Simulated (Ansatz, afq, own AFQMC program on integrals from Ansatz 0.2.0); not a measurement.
CH$_{3}$Al, singlet in cc-pVDZ, levels against CCSDT(Q)

```xyz
5

Al   -0.5986    0.0052    0.0040
C     0.9923   -0.0086   -0.0067
H     1.3912   -1.0316   -0.0044
H     1.4104    0.5019    0.8709
H     1.3984    0.4932   -0.8949
```

Connectivity, by distances: Al–CH3.

Basis cc-pVDZ. Only valence electrons are correlated. Integrals, coupled cluster, full CI and functionals: Ansatz 0.2.0; the random walks run on the same integrals in our own AFQMC program. The CISD trial takes its coefficients from CCSD amplitudes. Released means that phaseless walkers are propagated on without the constraint, phases kept. Uncertainties: one standard error, sampling alone.

Determinant: RHF, the one that the program's search chose, which needn't be the lowest solution. The geometry is a point of a scan.

No full CI on the walks' own integrals is used here; CCSDT(Q) serves as the reference and is uncertain by about the last step of the cluster series.

Cautions: restricted determinant unstable towards unrestricted (UHF 8 meV lower, ⟨S²⟩ 0.12).

- T1 diagnostic: 0.0106
- weight of the determinant in the CISD state: 0.872
- size of the correlated space: 10 electrons in 41 orbitals

```
  level  correlation energy (eV)
    MP2                  -5.4191
   CCSD                  -6.2812
CCSD(T)                  -6.4467
```

(1) Estimate where phaseless AFQMC with a CISD trial lies against CCSD(T) on the same integrals.

(1) 0.5 ± 1.0 kJ/mol below CCSD(T). The gap is under twice the noise, so this walk alone can't tell the two apart.

Reference: CCSDT(Q), correlation energy -6.473 eV. The released energy is read at 1.62 1/Eh, later times being too noisy (meV from the phaseless value at times in 1/Eh: -18 ± 12 at 0.24, -37 ± 12 at 0.51, -17 ± 11 at 0.99, -30 ± 14 at 1.62, -31 ± 22 at 2.40).

| level | E − E(reference) (kJ/mol) | share of correlation (%) |
| --- | --- | --- |
| CCSD(T) | 2.6 | 99.59 |
| CCSDT | 0.9 | 99.85 |
| ph-AFQMC/HF | -4.0 ± 5.0 | 100.64 |
| ph-AFQMC/CISD | 2.1 ± 1.0 | 99.67 |
| released AFQMC | -0.8 ± 1.4 | 100.13 |

A walk keeps the symmetry of its determinant, which the program's search chose and which needn't be the lowest solution, so a lower state of the same spin and another symmetry isn't excluded. Released energies are given only where the last usable release times agree within the noise; a slower fall can still hide under it.
